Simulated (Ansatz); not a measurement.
**Si₂H₄ (triplet): wave-function methods side by side at distance Si1–H5 along a hydrogen transfer = 1.614 Å, cc-pVDZ**

An exercise on one series of results from a longer session: the logs are not shown, and one member is left open.

Program: Ansatz 0.2.0, Gaussian basis. Level of theory: cc-pVDZ, core rule «outside noble gas», up to 10 orbitals frozen. These are calculated values, not measurements.

Plan: UHF; CCSD(T) on ROHF; CCSD(T) on UHF; BCCD(T) on ROHF; CISD; CCSDT(Q) on ROHF; CCSDT(Q) on UHF; CASSCF and MRCISD+Q, 4 electrons in 4 orbitals; CASSCF and NEVPT2, 4 electrons in 4 orbitals.

7 further runs of the same task are left out: 2 for a mislabelled method, 3 that didn't finish, 2 set aside as unsound or not needed.

## What is computed

The geometry derives from fragments relaxed apart (PBE0/def2-TZVP) and kept rigid, so it is no stationary point. A hydrogen atom is moved between rigid fragments.

6 atoms, charge 0, spin multiplicity 3.

Atoms are counted from 1 here; the program's logs count them from 0.

Bond lengths: Si1–H2 1.485 Å, Si1–H3 1.485 Å, Si1–H4 1.485 Å, Si1–H5 1.614 Å. Angles: H2–Si1–H3 109.5°, H2–Si1–H4 109.5°, H2–Si1–H5 109.5°, H3–Si1–H4 109.5°, H3–Si1–H5 109.5°, H4–Si1–H5 109.5°.

As a file:

```
Si   -1.57852    0.00000    0.00000
H    -2.07339    1.39971    0.00000
H    -2.07339   -0.69985    1.21218
H    -2.07339   -0.69985   -1.21218
H     0.03548    0.00000    0.00000
Si    1.80048    0.00000    0.00000
```

The first run:

Input file in.yaml:

```yaml
crystal:
  periodic: [false, false, false]
  atoms:
    - {symbol: Si, position_ang: [-1.578521, 0.000000, 0.000000]}
    - {symbol: H, position_ang: [-2.073393, 1.399708, 0.000000]}
    - {symbol: H, position_ang: [-2.073392, -0.699854, 1.212183]}
    - {symbol: H, position_ang: [-2.073393, -0.699854, -1.212182]}
    - {symbol: H, position_ang: [0.035479, 0.000000, 0.000000]}
    - {symbol: Si, position_ang: [1.800479, 0.000000, 0.000000]}
basis:
  gaussian: {orbitals: cc-pVDZ}
magnetization: {spin_polarized: true, initial_magnetization: 2}
hamiltonian: {xc: hf}
output: {orbitals: {seedname: orbitals}}
```

Command:

```sh
ansatz run in.yaml --threads 1 --pin off --events-out ev --progress --plain --max-ram 2393MiB
```

Steps of the session up to this table: UHF; CCSD(T) on ROHF; CCSD(T) on UHF; BCCD(T) on ROHF; CISD; CCSDT(Q) on ROHF; CCSDT(Q) on UHF; CASSCF and MRCISD+Q, 4 electrons in 4 orbitals; CASSCF and NEVPT2, 4 electrons in 4 orbitals.

One of the session's tables, all rows but one given; the rest of the session is left out.

```
       method  from UCCSDT(Q) (kcal/mol)
         ROHF                    +144.16
          UHF                    +141.12
         RMP2                     +34.03
         UMP2                          ?
         CISD                     +16.55
        RCCSD                      +4.08
        UCCSD                      +4.02
     RCCSD(T)                      +0.90
     UCCSD(T)                      +0.89
      BCCD(T)                      +0.88
       RCCSDT                      +0.13
       UCCSDT                      +0.12
    RCCSDT(Q)                      +0.01
    UCCSDT(Q)                          0
  CASSCF pair                    +135.31
  MRCISD pair                     +15.01
MRCISD+Q pair                      +0.50
```

Q: Estimate the row for UMP2 from the others.

**Answer.** from UCCSDT(Q) (kcal/mol): +34.29. In the column «from UCCSDT(Q) (kcal/mol)» it lies between RMP2 (+34.03) and CASSCF pair (+135.31).

Not comparable, so not listed: CASSCF and NEVPT2, 4 electrons in 4 orbitals (they don't share determinant, frozen orbitals or solution with the rows shown, or repeat one).

Caveats from the session: Restricted and unrestricted rows rest on different reference determinants; where their highest levels disagree by more than a few hundredths of an eV, they describe different states and don't form one ladder. Warnings in the runs' records: passed over end.
